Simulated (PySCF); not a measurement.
PySCF input file for hydrogen isocyanide (CHN), SMILES [NH+]#[C-], r2SCAN-D4/def2-TZVPD. The structure is a stationary point at r2SCAN-D4/def2-TZVPD.

```python
import numpy as np
from pyscf import gto, scf, dft
from pyscf.hessian import thermo

mol = gto.M(
    atom='''
    C     0.00000000    0.00000000   -0.73816550
    N     0.00000000    0.00000000    0.42879397
    H     0.00000000    0.00000000    1.42743524
    ''',
    basis='def2-TZVPD',
    charge=0,
    spin=0,
    max_memory=1600,
    verbose=3,
)
mf = dft.RKS(mol, xc='r2scan').density_fit(auxbasis='def2-universal-jkfit')
mf.disp = 'd4'
mf.grids.level = 4
mf.conv_tol = 1e-11
mf.max_cycle = 100
mf.kernel()

# [left out here: the lines that compute and print the analytic Hessian (its translational invariance restored by hand, since the grid's response is missing), thermochemistry and intensities]
```

Program output:

```
converged SCF energy = -93.3813117562891

WARN: MGGA Hessian is sensitive to dft grids. grids.level 4 may not be dense enough.


WARN: DFTD4 does not support analytical Hessian, using finite difference.


WARN: Mole.unit (angstrom) is changed to Bohr

Mode                                 0                   1                   2
Irrep
Freq [cm^-1]                      473.0993            473.0993           2090.6925
Reduced mass [au]                   1.2901              1.2901              6.9289
Force const [Dyne/A]                0.1701              0.1701             17.8441
Char temp [K]                     680.6846            680.6846           3008.0410
Normal mode                   x     y     z       x     y     z       x     y     z
       0   C                 0.06  0.00  0.00   -0.00  0.06  0.00    0.00  0.00 -0.21
       1   N                -0.12 -0.00 -0.00    0.00 -0.12 -0.00   -0.00 -0.00  0.16
       2   H                 0.87  0.03 -0.00   -0.03  0.87 -0.00    0.00  0.00  0.27
Mode                                 3
Irrep
Freq [cm^-1]                     3783.9690
Reduced mass [au]                   1.1218
Force const [Dyne/A]                9.4641
Char temp [K]                    5444.2889
Normal mode                   x     y     z
       0   C                -0.00 -0.00  0.02
       1   N                 0.00  0.00 -0.09
       2   H                -0.00 -0.00  0.94
temperature 298.1500 [K]
pressure 101325.00 [Pa]
Rotational constants [GHz] inf 45.53299 45.53299
Symmetry number 1
Zero-point energy (ZPE) 0.01554 [Eh]   40797.803 [J/mol]
                           tot       elec      trans        rot        vib
Entropy [J/mol/K]       205.153      0.000    149.862     49.187      6.103
Cv [J/mol/K]             31.781      0.000     12.472      8.314     10.995
Cp [J/mol/K]             40.096      0.000     20.786      8.314     10.995
Internal energy [J/mol]                      3718.434   2478.956  42084.175
Internal energy [Eh]   -93.36292  -93.38131
Enthalpy [J/mol]                             6197.391   2478.956  42084.175
Enthalpy [Eh]          -93.36198
Gibbs free energy [J/mol]                  -38484.108 -12186.230  40264.440
Gibbs free energy [Eh] -93.38528
mode   freq/cm-1   IR/(km/mol)
   1      473.10       132.264
   2      473.10       132.264
   3     2090.69        71.673
   4     3783.97       232.655
max |gradient| / (hartree/bohr): 0.00019369183175702804
APT charges: [ 0.1371 -0.5409  0.4036]
```

Self-consistency was reached.
